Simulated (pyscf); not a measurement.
**Four-centre exchange: Cl–Ti(Cl)(Cl)–SeH (SMILES [Cl][Ti]([Cl])([Cl])[SeH]) + H₂ (SMILES [H][H]) -> Cl–TiH(Cl)–SeH (SMILES [Cl][TiH]([Cl])[SeH]) + HCl (SMILES Cl)**

Gas phase, singlet surface, charge 0. Bonds broken: Ti2–Cl3, H7–H8. Bonds formed: Ti2–H7, Cl3–H8. PySCF, gas phase, ωB97X-D3(BJ)/def2-SVP geometries.

Transition state (Å):

```xyz
8

Se     0.8467     0.9511     0.4650
Ti    -0.7530    -0.6216    -0.2700
Cl    -1.4176    -2.8669    -1.4743
Cl    -2.1695     0.5377    -1.4266
Cl    -1.1679    -1.4669     1.6806
H      0.9868     1.5244    -0.8814
H      0.5418    -1.2150    -1.2292
H     -0.2070    -2.2149    -1.5810
```

One imaginary mode, 236i cm⁻¹; descent along it reached the two sides named, in the forms told below.

```csv
bond,change,reactant side (Å),saddle,product side
Ti2–Cl3,breaks,2.161,2.6,2.8
H7–H8,breaks,0.760,1.298,3.3
Ti2–H7,forms,3.9,1.717,1.642
Cl3–H8,forms,3.0,1.379,1.289
```

Electronic energies relative to the separated reactants (eV):

```
level                   barrier  reaction energy  reverse barrier
----------------------  -------  ---------------  ---------------
ωB97X-D3(BJ)/def2-TZVP     1.71            +1.77            -0.07
PBE/def2-TZVP              1.59            +1.77            -0.18
r²SCAN/def2-TZVP           1.68            +1.86            -0.18
B3LYP-D3(BJ)/def2-TZVP     1.71            +1.77            -0.06
PBE0-D3(BJ)/def2-TZVP      1.59            +1.72            -0.13
M06-2X/def2-TZVP           1.76            +1.67             0.09
ωB97M-D3(BJ)/def2-TZVP     1.67            +1.55             0.12
HF/def2-TZVP               2.16            +1.33             0.83
```

With ωB97M-D3(BJ)/def2-TZVP energies and thermal terms (ideal gas, 1 atm, RRHO with modes under 100 cm⁻¹ raised to 100, one conformer, R ln 2 for chiral ones without a mode under 150 cm⁻¹), in eV:

```csv
T (K),ΔH‡,ΔG‡,ΔH,ΔG
298,1.68,2.06,+1.57,+1.48
600,1.64,2.47,+1.54,+1.41
900,1.64,2.89,+1.52,+1.35
1200,1.64,3.31,+1.51,+1.29
```

On the product side the descent ends in an adduct with a Cl–Ti contact (not fully relaxed), 0.23 eV under the separated species and 0.16 eV under the saddle at ωB97X-D3(BJ)/def2-TZVP. At ωB97X-D3(BJ)/def2-TZVP, PBE, r²SCAN, B3LYP-D3(BJ), PBE0-D3(BJ) the saddle lies under the separated products, which points to a path from their complex (located at ωB97X-D3(BJ) alone), and parting the products costs more than the saddle. What is counted as broken (Cl–Ti) persists as a longer contact in the product adduct; parting that adduct is a step of its own. The same reactants have a lower exit, to H₂Se + Cl–TiH(Cl)–Cl (barrier +1.25 eV at ωB97M-D3(BJ)/def2-TZVP, against +1.67 eV here). One saddle was located; it need not be the lowest between these sides. Elements up to Kr have no core potential and no relativistic terms here.
